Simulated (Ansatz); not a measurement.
## Molecular dynamics of H5NSi

input.yaml

```yaml
crystal:
  periodic: [false, false, false]
  atoms:
    - { symbol: Si, position_ang: [0.004123, -0.007539, 0.059827] }
    - { symbol: "N", position_ang: [0.083067, -0.158472, 1.788293] }
    - { symbol: H, position_ang: [-0.773107, -0.319646, 2.311246] }
    - { symbol: H, position_ang: [0.704206, 0.450322, 2.31353] }
    - { symbol: H, position_ang: [1.399214, -0.036078, -0.467589] }
    - { symbol: H, position_ang: [-0.642512, 1.237275, -0.475637] }
    - { symbol: H, position_ang: [-0.773591, -1.165862, -0.46827] }
basis:
  gaussian: { orbitals: def2-SVP }
hamiltonian:
  xc: b3lyp
  dispersion: d4
md:
  timestep: 0.5
  n_steps: 500
  ensemble: nve
  temperature: 1000.0
  initial_velocities: maxwell_boltzmann
  seed: 906963
```

Launched with:

```bash
$ ansatz run input.yaml --threads 1 --pin off --max-ram 2048MiB --backend cpu --events-out ev --progress --plain --runs-dir out
```

It starts from a relaxed structure.

Output, in part (step lines, the closing report, with atoms numbered from 0):

```
md step     0: t =     0.00 fs  T =  1000.0 K  F+E_penalty+E_count = -9446.57007260 eV  E_kin = 0.646300 eV  conserved = -9445.92377260 eV  (21 SCF iters)
[... lines left out ...]
Total energy: -9446.36156310 eV, -347.1473844700 hartree
Atom 0 at     0.007749    -0.002942     0.048982 Å, force     0.129480    -1.488797     0.445455 eV/Å
Atom 1 at     0.041481    -0.115194     1.814327 Å, force    -0.355568     0.246287    -1.905039 eV/Å
Atom 2 at     0.684551     0.504947     2.244470 Å, force     0.595077     0.426487     0.958122 eV/Å
Atom 3 at    -0.234249    -0.928692     2.343040 Å, force     0.098215    -0.075250     0.096781 eV/Å
Atom 4 at     1.132289     0.915436    -0.468993 Å, force    -0.624892    -0.476696     0.376390 eV/Å
Atom 5 at    -1.320043     0.414887    -0.474380 Å, force    -0.000610     0.344801    -0.107170 eV/Å
Atom 6 at     0.128519    -1.470040    -0.490458 Å, force     0.158297     1.023168     0.135461 eV/Å
Dipole moment:     0.132854     0.009113     0.225334 e Å
```

The steps, from the saved trajectory:

```
time (fs)  T (K)  potential energy less start (eV)  conserved less start (meV/atom)
      0.0   1000                             0.000                             0.00
      8.0    465                             0.348                             0.25
     16.0    604                             0.259                             0.37
     24.0    636                             0.237                             0.18
     32.0    447                             0.358                             0.16
     40.0    645                             0.232                             0.38
     48.0    528                             0.307                             0.23
     56.0    676                             0.211                             0.17
     64.0    443                             0.363                             0.44
     72.0    448                             0.360                             0.47
     80.0    654                             0.225                             0.25
     88.0    466                             0.347                             0.37
     96.0    312                             0.448                             0.51
    104.0    631                             0.240                             0.22
    112.0    335                             0.432                             0.40
    120.0    690                             0.204                             0.45
    128.0    453                             0.356                             0.35
    136.0    585                             0.269                             0.11
    144.0    339                             0.431                             0.47
    152.0    670                             0.214                             0.12
    160.0    742                             0.167                             0.13
    168.0    655                             0.225                             0.33
    176.0    607                             0.256                             0.26
    184.0    419                             0.377                             0.14
    192.0    727                             0.179                             0.32
    200.0    588                             0.268                             0.28
    208.0    772                             0.149                             0.14
    216.0    283                             0.466                             0.42
    224.0    429                             0.372                             0.39
    232.0    426                             0.372                             0.22
    240.0    577                             0.276                             0.42
    248.0    589                             0.269                             0.48
```

All steps were run. The conserved energy stayed within 0.6 meV per atom of its start (net change 0.23 meV per atom), so the integration is sound. The temperature averaged 0.54 of the 1000 K drawn at the start: a run that starts near a minimum puts about half its kinetic energy into the potential. A run of 0.25 ps of so small a system gives no equilibrium averages.

The same pairs are bonded in the first frame and the last. Pairs count as bonded within 1.25 times the sum of covalent radii (0.12 Å more for H–H).

Last frame:

```xyz
7
Properties=species:S:1:pos:R:3
Si 0.008 -0.003 0.049
N 0.042 -0.115 1.814
H 0.685 0.505 2.244
H -0.234 -0.929 2.343
H 1.132 0.915 -0.469
H -1.320 0.415 -0.474
H 0.129 -1.470 -0.490
```

Time of the run: 9.4 min on 1 thread of Arm Neoverse V1, with other jobs on the host, peak memory 0.1 GiB.
